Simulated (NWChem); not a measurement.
**Correlation energy of methane (CH$_{4}$)**

```xyz
5

C      0.0000     0.0000     0.0000
H      0.0000     0.8966     0.6340
H      0.0000    -0.8966     0.6340
H     -0.8966     0.0000    -0.6340
H      0.8966     0.0000    -0.6340
```
Charge 0, spin multiplicity 1.

All runs are NWChem calculations. The geometry was optimised at PBE0/def2-SVP, a minimum by its harmonic frequencies.

Basis set: cc-pVTZ. Each correlation energy counts from its own Hartree-Fock reference.

The correlated methods keep 1 core orbital frozen. No row is a measurement; the coupled-cluster row has its own basis-set and correlation limits.

Task: Order these methods by the correlation energy they give, lowest first: CR-CCSD[T], RI-MP2, SCS-MP2, CCSD+T(CCSD), CCSD.

Result: CCSD+T(CCSD) (-225.3 mHa), CR-CCSD[T] (-224.5 mHa), CCSD (-218.8 mHa), SCS-MP2 (-206.8 mHa), RI-MP2 (-198.4 mHa)
